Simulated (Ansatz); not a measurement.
Br (solid Br2 (Cmce)): energy against volume

Computed with DFT, r2SCAN, plane waves (500 eV) with PAW, scalar-relativistic in Ansatz 0.2.0. The PAW files were generated under PBE, with cores re-solved for the functional.

The cell is scaled uniformly from the relaxed one, with fractional coordinates and shape fixed. Energies are extrapolated to zero smearing, pressures are those at the given smearing. Because the bonds are stretched with the cell, B₀ of this curve lies above the true bulk modulus of such a structure. Magnetic state: spin not included.

A Birch-Murnaghan fit gives V₀ = 33.16 Å³/atom, B₀ = 31 GPa, B₀′ = 4.9.

Question: What are the energy above the minimum and the pressure at 31.848 Å³/atom?

Answer: 5.3 meV/atom and 1.36 GPa as computed.

Question: What are the energy above the minimum and the pressure at 34.502 Å³/atom?

Answer: 4.8 meV/atom and -1.11 GPa as computed.

Question: What are the energy above the minimum and the pressure at 37.156 Å³/atom?

Answer: 36.8 meV/atom and -2.63 GPa as computed.
